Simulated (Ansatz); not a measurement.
Born–Oppenheimer molecular dynamics of H7NSSi (10 atoms, charge 0, multiplicity 1). It starts at the highest image of a converged band. Of that band: A structure lower than the last end lies on the path between it and the top, so the climb from that side starts below the end, which may itself be a saddle point or a shallow side well. A vibrational analysis at the climbing image gives one clearly imaginary mode, 224i cm⁻¹: a first-order saddle point.

The calculation used UKS PBE0/def2-SVP in Ansatz 0.2.0.

```
ensemble                      : NVE (velocity Verlet)
time step                     : 0.5 fs
steps asked                   : 200
starting velocities drawn for : 100 K
seed                          : 4612
```

First frame:

```xyz
10
Properties=species:S:1:pos:R:3
Si -0.771 -0.695 0.156
S 1.714 -0.003 1.351
H -1.978 -0.874 -0.744
H -0.140 -2.034 0.196
H -1.319 -0.028 1.361
H 1.057 0.576 -0.311
N 0.151 0.488 -0.983
H 1.243 1.090 1.994
H 0.365 0.095 -1.903
H -0.323 1.385 -1.118
```

Q: How far do the bonds stretch over the last three quarters of this one trajectory? (Pairs bonded in most of those frames.)

A: 
| bond | mean (Å) | spread (Å) | shortest | longest |
| --- | --- | --- | --- | --- |
| Si1–H3 | 1.507 | 0.032 | 1.46 | 1.55 |
| Si1–H4 | 1.490 | 0.017 | 1.46 | 1.51 |
| Si1–H5 | 1.492 | 0.005 | 1.48 | 1.50 |
| Si1–N7 | 1.758 | 0.045 | 1.69 | 1.87 |
| S2–H6 | 1.370 | 0.056 | 1.29 | 1.54 |
| S2–H8 | 1.349 | 0.004 | 1.34 | 1.36 |
| N7–H9 | 1.018 | 0.012 | 1.00 | 1.04 |
| N7–H10 | 1.017 | 0.008 | 1.00 | 1.03 |

Mean temperature of the second half: 640 K. The conserved energy stayed within 0.085 meV per atom of its start (net change -0.0083 meV per atom), so the integration is sound. The kinetic energy rose, since the run started high on the potential surface and went downhill. It ends in pieces (H2S + H5NSi), so much of that is their flight and rotation, not heat. A run of 0.1 ps of so small a system gives no equilibrium averages. The orbitals were unrestricted but ended closed-shell.

The run took 6.8 min on 2 threads of Intel(R) Xeon(R) Platinum 8488C (Sapphire Rapids), on a shared host, peak memory 0.24 GiB.
